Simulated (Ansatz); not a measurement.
# SiH4S2: vertical ionisation energy

The task here is to estimate one member of a computed series from the others.

The runs use Ansatz 0.2.0, Gaussian basis; unrestricted cation, the program's frozen cores in correlated methods.

The runs, in order: UKS PBE-D4/def2-TZVPP; UKS r2SCAN-D4/def2-TZVPP; UKS PBE0-D4/def2-TZVPP; UKS B3LYP-D4/def2-TZVPP; UKS wB97X-V/def2-TZVPP; UKS wB97M-V/def2-TZVPP; UKS B2PLYP/def2-TZVPP; UHF-CCSD(T)/def2-TZVPP; UHF-MP2/def2-QZVPP; extrapolation to the limit; then −ε(HOMO) from the neutral's earlier runs with LDA (SPW92), PBE-D4, revPBE-D4, BLYP-D4, r2SCAN-D4, B97M-V, PBE0-D4, B3LYP-D4, r2SCANh-D4, r2SCAN0-D4, HSE06-D4, BHLYP-D4, CAM-B3LYP-D4, LC-ωPBE, ωB97X-V, ωB97M-V.

## The geometry

All runs share one geometry, relaxed beforehand with PBE0-D4 in a triple-zeta def2 set.

SMILES `S[SiH2]S`, 7 atoms, charge 0, spin multiplicity 1.

Atoms are counted from 1 here; the program's logs count them from 0.

Bond lengths: S1–Si2 2.137 Å, S1–H4 1.345 Å, Si2–S3 2.126 Å, Si2–H5 1.484 Å, Si2–H6 1.482 Å, S3–H7 1.344 Å. Angles: Si2–S1–H4 93.8°, S1–Si2–S3 108.8°, S1–Si2–H5 108.3°, S1–Si2–H6 113.2°, S3–Si2–H5 113.0°, S3–Si2–H6 104.0°, H5–Si2–H6 109.7°, Si2–S3–H7 94.4°.

Set-up of the first run:

The input, in.yaml:

```yaml
crystal:
  periodic: [false, false, false]
  atoms:
    - {symbol: S, position_ang: [-1.440883, -0.940065, -0.544925]}
    - {symbol: Si, position_ang: [0.000305, 0.422915, 0.249023]}
    - {symbol: S, position_ang: [1.560783, -0.688707, 1.171448]}
    - {symbol: H, position_ang: [-1.898587, -0.065625, -1.458219]}
    - {symbol: H, position_ang: [0.481349, 1.287367, -0.856997]}
    - {symbol: H, position_ang: [-0.535522, 1.264573, 1.345443]}
    - {symbol: H, position_ang: [1.893755, -1.348458, 0.048428]}
basis:
  gaussian: {orbitals: def2-TZVPP}
total_charge: 1
magnetization: {spin_polarized: true, initial_magnetization: 1}
hamiltonian: {xc: pbe, dispersion: d4}
```

Steps of the session up to this table: Cation, UKS PBE-D4/def2-TZVPP; Cation, UKS r2SCAN-D4/def2-TZVPP; Cation, UKS PBE0-D4/def2-TZVPP; Cation, UKS B3LYP-D4/def2-TZVPP; Cation, UKS wB97X-V/def2-TZVPP; Cation, UKS wB97M-V/def2-TZVPP; Cation, UKS B2PLYP (frozen core)/def2-TZVPP; Cation, UHF-CCSD(T)/def2-TZVPP; Cation, UHF-MP2/def2-QZVPP.

One of the session's tables, all rows but one given; the rest of the session is left out.

For comparison, −ε(HOMO) of the neutral from earlier runs:

```
  functional  −ε(HOMO) (eV)
 LDA (SPW92)           6.41
      PBE-D4           6.31
   revPBE-D4           6.27
     BLYP-D4           6.15
   r2SCAN-D4           6.60
      B97M-V           6.70
     PBE0-D4           7.53
    B3LYP-D4           7.28
  r2SCANh-D4           7.05
  r2SCAN0-D4           7.72
    HSE06-D4           7.13
    BHLYP-D4           8.60
CAM-B3LYP-D4           8.84
     LC-ωPBE          10.24
     ωB97X-V              ?
     ωB97M-V           9.70
```

**Question.** Estimate the row for ωB97X-V.

**Answer.** −ε(HOMO) (eV): 9.88. In the column «−ε(HOMO) (eV)» it lies between ωB97M-V (9.70) and LC-ωPBE (10.24).
